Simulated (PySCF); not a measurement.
Isomers of C8H10O, one GFN2-xTB conformer each. Single-point energies are computed at PBE0/pcSseg-1 (PySCF, gas phase, no added dispersion term), electronic only.

```csv
SMILES,GFN2-xTB relative energy (kcal/mol)
C[C@@H](O)c1ccccc1,0.0
C=CCC1=CC(=O)CC1,18.7
COC1=CC=CC=CC1,24.6
C#C[C@@H]1[C@@H](C)[C@H]1[C@H]1CO1,61.2
C=CC(=C)C(=C)C(C)=O,51.3
CO[C@@]12C=C[C@H]3[C@@H]1[C@]32C,51.2
```

Conformers: `[CH3:1][C@@H:2]([OH:3])[c:4]1[cH:5][cH:6][cH:7][cH:8][cH:9]1` with C1–C2–O3–H 61°, C1–C2–C4–C5 98°; `[CH2:1]=[CH:2][CH2:3][C:4]1=[CH:5][C:6](=[O:7])[CH2:8][CH2:9]1` with C1–C2–C3–C4 118°, C2–C3–C4–C5 110°; `[CH3:1][O:2][C:3]1=[CH:4][CH:5]=[CH:6][CH:7]=[CH:8][CH2:9]1` with C1–O2–C3–C4 -11°, C3–C4–C5–C6 -33°, C5–C6–C7–C8 34°, C7–C8–C9–C3 -71°, O2–C3–C9–C8 -110°; `[CH:1]#[C:2][C@@H:3]1[C@@H:4]([CH3:5])[C@H:6]1[C@H:7]1[CH2:8][O:9]1` with C4–C6–C7–C8 -178°; `[CH2:1]=[CH:2][C:3](=[CH2:4])[C:5](=[CH2:6])[C:7]([CH3:8])=[O:9]` with C1–C2–C3–C4 22°, C2–C3–C5–C6 -124°, C3–C5–C7–C8 23°; `[CH3:1][O:2][C@@:3]12[CH:4]=[CH:5][C@H:6]3[C@@H:7]1[C@@:8]23[CH3:9]` with C1–O2–C3–C4 -72°.

Q: What does PBE0/pcSseg-1 give for the same structures?

A: 
| SMILES | PBE0/pcSseg-1 E (Eh) | PBE0/pcSseg-1 (kcal/mol) | GFN2-xTB (kcal/mol) | point group |
| --- | --- | --- | --- | --- |
| C[C@@H](O)c1ccccc1 | -385.58992 | 0.0 | 0.0 | C1 |
| C=CCC1=CC(=O)CC1 | -385.56108 | 18.1 | 18.7 | C1 |
| COC1=CC=CC=CC1 | -385.53644 | 33.6 | 24.6 | C1 |
| C=CC(=C)C(=C)C(C)=O | -385.51797 | 45.1 | 51.3 | C1 |
| CO[C@@]12C=C[C@H]3[C@@H]1[C@]32C | -385.46965 | 75.5 | 51.2 | C1 |
| C#C[C@@H]1[C@@H](C)[C@H]1[C@H]1CO1 | -385.45111 | 87.1 | 61.2 | C1 |

Both levels put the same isomer lowest; measured from each level's own lowest isomer, the values differ by up to 25.9 kcal/mol (C#C[C@@H]1[C@@H](C)[C@H]1[C@H]1CO1: 61.2 against 87.1). As drawn, the lowest has an aromatic ring and an O–H bond, which the highest lacks; the highest has a three-membered ring and a C≡C bond, which the lowest lacks.

Q: Which frontier levels, dipoles and rotational constants go with these structures?

A: 
| SMILES | HOMO (eV, PBE0/pcSseg-1) | LUMO (eV) | dipole (D) | A, B, C (MHz) |
| --- | --- | --- | --- | --- |
| C[C@@H](O)c1ccccc1 | -7.21 | -0.28 | 1.62 | 3480, 1116, 991.5 |
| C=CCC1=CC(=O)CC1 | -6.97 | -1.29 | 4.23 | 4470, 861.2, 780.2 |
| COC1=CC=CC=CC1 | -5.95 | -0.53 | 1.50 | 3174, 1291, 1033 |
| C=CC(=C)C(=C)C(C)=O | -6.98 | -1.51 | 3.03 | 2426, 1258, 991.0 |
| CO[C@@]12C=C[C@H]3[C@@H]1[C@]32C | -6.24 | 0.28 | 1.12 | 2511, 1700, 1233 |
| C#C[C@@H]1[C@@H](C)[C@H]1[C@H]1CO1 | -7.20 | 1.06 | 1.18 | 2452, 1095, 815.3 |
